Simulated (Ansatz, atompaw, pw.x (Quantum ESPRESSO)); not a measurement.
## Ge: does the PAW (atompaw) potential hold in the solid?

- Element: Ge
- Generator: atompaw 4.2.0.5
- Type: PAW
- Functional: PBEsol
- Relativity: scalar-relativistic
- Frozen core: [Ar] 3d10
- Valence charge: 4
- Reference configuration: 4s2 4p2
- Partial waves: 4s (bound): rc 2.20 bohr; 4s channel at 0.25 Ry: rc 2.20 bohr; 4p (bound): rc 2.20 bohr; 4p channel at 1 Ry: rc 2.20 bohr
- Local potential: bessel scheme, radius 1.70 bohr
- Core correction: smooth core density matched at 2.10 bohr
- Augmentation charge: sinc compensation charge, radius 1.80 bohr; PAW radius 2.20 bohr; waves and projectors: custom rrkj vanderbiltortho

Atomic tests: cutoffs needed: 8 Ry and 12 Ry (the cutoffs (Ry, on a coarse ladder) from which the occupation-weighted sum of valence levels, in a spherical-Bessel basis at the reference potential, stays within 10 and 1 mRy of its value at 400 Ry); ghost test: no extra level below or beside the all-electron valence levels (s, p, d, f tested) (spherical-Bessel basis up to 400 Ry, 20 bohr box); lowest eigenvalue of the overlap operator: 0.40 (s channel).

Crystal test: bcc Ge in pw.x 7.5, no spin, 14³ k-points, Fermi–Dirac smearing 0.01 Ry, cutoffs 40/400 Ry. The reference is all-electron LAPW (Ansatz 0.2.0) with the same functional, mesh and smearing; V0 and B0 come from Birch–Murnaghan fits to the pressures at five volumes. Errors are pseudo minus all-electron; Δ is the rms difference of the E(V) curves that follow from these fits, minima aligned, over ±6 % about the mean V0. Mesh and smearing are coarse, so the numbers serve the comparison and aren't converged zero-temperature values; the lattice is a test structure that the element need not adopt.

All-electron: a0 = 3.319 Å (V0 = 18.28 Å³/atom), B0 = 75.0 GPa.

Q: How far does the potential miss the all-electron equation of state?

A: mean pressure error (GPa): -11.44. The pressure does not cross zero within the volumes sampled, so no fit is given. This is a poor potential for the solid.

```csv
V (Å³/atom),P all-electron (GPa),P pseudo (GPa)
17.383,4.19,-9.47
17.841,1.91,-10.52
18.298,-0.09,-11.41
18.755,-1.83,-12.17
19.213,-3.36,-12.82
```

Q: At the middle volume, how do free energy and pressure move when the wave cutoff is lowered (ecutrho held at 400 Ry)?

A:

| cutoff (Ry) | shift of F (meV/atom) | shift of P (GPa) |
| --- | --- | --- |
| 18 | +1.3 | -0.01 |
| 24 | +0.9 | -0.00 |
| 32 | +0.1 | -0.00 |

The run at the middle volume (104 k-points, 5 iterations) took about 5.3 s on one core of a shared host (AMD EPYC 7R13 Processor, 48 threads, 185 GiB, load 32).
